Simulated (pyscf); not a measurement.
Structures and frequencies: ωB97X-D3(BJ)/def2-SVP in PySCF.

Task: Estimate the classical barrier height and the reaction energy of H₃Si–PH₂ + SiH₄ → H₃Si–SiH₂–PH₂ + H₂ at ωB97M-D3(BJ)/def2-TZVP. The step runs on the singlet surface, breaks H–Si, H–Si and forms Si–Si, H–H; take the separated reactants as zero.

Result: ΔE‡ = 70.4 kcal/mol, ΔE = +5.2 kcal/mol. Zero-point energy shifts the barrier by +0.3 kcal/mol. It is a four-centre exchange, with an imaginary mode of 1366i cm⁻¹. At the saddle there is also a short H–Si contact that neither side keeps. The same reactants have a lower exit, to H₃Si–PH–SiH₃ + H₂ (barrier +63.7 kcal/mol at ωB97M-D3(BJ)/def2-TZVP, against +70.4 kcal/mol here). H₃Si–SiH₂–PH₂ lies 5.7 kcal/mol over its isomer H₃Si–PH–SiH₃ (electronic energy, ωB97M-D3(BJ)/def2-TZVP). This is the saddle that the search found; another between the same sides may lie lower.
